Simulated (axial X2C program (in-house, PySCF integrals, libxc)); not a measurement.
**BNC: properties at the nuclei**

Computed with an in-house all-electron X2C program for linear molecules (integrals from PySCF): two-component X2C with atomic mean-field Coulomb and Gaunt terms, Gaussian nuclei, basis B dyall-v3z, N dyall-av3z, C dyall-v3z with contracted cores.

B–N–C held linear, with bonds 1.413 and 1.184 Å (near the PBE0 minimum at charge 0 of the determinant lowest at the starting distance; the state shown can have its own minimum elsewhere, held linear; other orders of the atoms were not compared).

Determinant lowest in the PBE0 search, Ω = 0 (closed shell), highest spinor 38% B s, 35% B p, 15% N p:

```json
{"level": "PBE0", "qzz B (a.u.)": "-0.59", "qzz N (a.u.)": "-0.31", "qzz C (a.u.)": "-1.10", "μ (D)": "0.70"}
{"level": "HF", "qzz B (a.u.)": "-0.60", "qzz N (a.u.)": "-0.31", "qzz C (a.u.)": "-1.22", "μ (D)": "0.90"}
{"level": "TPSSh", "qzz B (a.u.)": "-0.58", "qzz N (a.u.)": "-0.32", "qzz C (a.u.)": "-1.08", "μ (D)": "0.70"}
```

Determinant 1.60 eV from it at PBE0 and this distance, Ω = 2 (⟨Sz⟩ = 1.00, ⟨Lz⟩ = 1.00 at PBE0), spin on the atoms B 0.93, N -0.07, C 0.15:

```
level  Eeff magnitude (GV/cm)  Ws magnitude B (kHz)  Ws magnitude N (kHz)  A∥/gI B (MHz)  qzz B (a.u.)  A∥/gI N (MHz)  qzz N (a.u.)  A∥/gI C (MHz)  qzz C (a.u.)  μ (D)
 PBE0                  0.0134               0.00187              0.000864            217         -0.15           20.6         -0.14           21.7         -0.90  -2.60
   HF                  0.0124               0.00184              0.000603            229         -0.16          -4.72         -0.22           24.2         -1.03  -2.37
TPSSh                  0.0132               0.00184              0.000944            213         -0.14           23.3         -0.13           24.3         -0.87  -2.52
```

Eeff is the effective electric field on the electron electric dipole moment in this Ω state and Ws the scalar–pseudoscalar constant of the nucleus named (defined with the proton number Z and per Ω); A∥ (defined per Ω) follows by multiplying with gI = μI/(I μN); qzz is the electric field gradient, eQq0 = 234.96 MHz × Q/barn × qzz; μ is positive if the C end (last atom) is positive. The operators were transformed with the bare-nucleus X2C matrices; with these basis sets, hyperfine constants and field gradients can be off by tens of per cent, and where levels differ in sign neither size nor sign is settled.

With Q(11B) = 0.04059 barn, Q(14N) = 0.02044 barn (Q from Pyykkö, Mol. Phys. 2018), turn the PBE0 values of the first state into constants in MHz.

eQq0(11B) = 234.96 × (0.04059) × (-0.59) = -5.63 MHz; eQq0(14N) = 234.96 × (0.02044) × (-0.31) = -1.49 MHz.

The molecule was held linear; bending was not examined, so a bent shape may lie lower.

Each state is one determinant with collinear spin, which with several unpaired electrons need not be a pure state. Unrestricted Hartree–Fock can overshoot spin polarisation at the nuclei. With several open shells hyperfine constants can be off by a factor of several. Open-shell Ω = 0 determinants with evenly filled partner blocks cannot be reached by this program, so the Ω shown need not be the lowest component. The search compared states at one distance, so a state with another bond length can lie lower. PBE0 term energies can be off by some tenths of an eV.
